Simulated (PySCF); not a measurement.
## Continuum solvent and chemical shifts

Molfile (atoms numbered from 1):
```
C4H9F
     RDKit          3D

 14 13  0  0  0  0  0  0  0  0999 V2000
    1.9050   -0.2788   -0.2754 C   0  0  0  0  0  0  0  0  0  0  0  0
    0.6342    0.3372    0.2841 C   0  0  0  0  0  0  0  0  0  0  0  0
   -0.6288   -0.2746   -0.2902 C   0  0  2  0  0  0  0  0  0  0  0  0
   -1.9031    0.3162    0.2655 C   0  0  0  0  0  0  0  0  0  0  0  0
   -0.6220   -1.6354   -0.0213 F   0  0  0  0  0  0  0  0  0  0  0  0
    1.9791   -0.1247   -1.3640 H   0  0  0  0  0  0  0  0  0  0  0  0
    1.9204   -1.3625   -0.0903 H   0  0  0  0  0  0  0  0  0  0  0  0
    2.8018    0.1601    0.1861 H   0  0  0  0  0  0  0  0  0  0  0  0
    0.6102    1.4227    0.0895 H   0  0  0  0  0  0  0  0  0  0  0  0
    0.6026    0.2163    1.3810 H   0  0  0  0  0  0  0  0  0  0  0  0
   -0.6163   -0.1729   -1.3925 H   0  0  0  0  0  0  0  0  0  0  0  0
   -1.9704    1.3885    0.0297 H   0  0  0  0  0  0  0  0  0  0  0  0
   -2.7806   -0.1895   -0.1622 H   0  0  0  0  0  0  0  0  0  0  0  0
   -1.9346    0.1979    1.3595 H   0  0  0  0  0  0  0  0  0  0  0  0
  1  2  1  0
  2  3  1  0
  3  4  1  0
  3  5  1  0
  1  6  1  0
  1  7  1  0
  1  8  1  0
  2  9  1  0
  2 10  1  0
  3 11  1  6
  4 12  1  0
  4 13  1  0
  4 14  1  0
M  END
```

GIAO PBE0/pcSseg-1 in PySCF on one PBE0-D3(BJ)/def2-SVP conformer, non-relativistic, equivalent nuclei averaged. Solvents enter as an IEF-PCM continuum (chloroform with ε = 4.7) around the gas-phase geometry. Shifts are referred to TMS, CFCl3 computed in the same medium.

Gas phase, δ in ppm: C3 90.9, C2 33.4, C4 23.5, C1 12.2, F5 -205.7, H11 4.22, H10 1.38, H12/H13/H14 1.27, H9 1.11, H6/H7/H8 1.11. Dipole moment 1.81 D.

(1) How does each δ change in the continuum?

(2) Which nuclei move most (in ppm), and what does the model miss?

## Answers

(1) 
| atoms | environment | Δδ, chloroform |
| --- | --- | --- |
| C3 | sp3 CH bonded to F | +1.7 |
| C2 | sp3 CH2 | +0.2 |
| C4 | methyl carbon | +0.2 |
| C1 | methyl carbon | +0.2 |
| F5 | fluorine on an sp3 carbon | -3.6 |
| H11 | hydrogen on an sp3 CH bonded to F | +0.12 |
| H10 | hydrogen on an sp3 CH2 | 0.00 |
| H12/H13/H14 | hydrogen on a methyl carbon | +0.05 |
| H9 | hydrogen on an sp3 CH2 | +0.16 |
| H6/H7/H8 | hydrogen on a methyl carbon | -0.03 |

Changes are relative to the gas phase. The dipole moment becomes 2.16 D in chloroform.

(2) F5 (fluorine on an sp3 carbon, -3.6 ppm) in chloroform. A continuum only polarises the solute; specific hydrogen bonds, the anisotropy of aromatic solvents and changes of geometry or conformer are outside it.
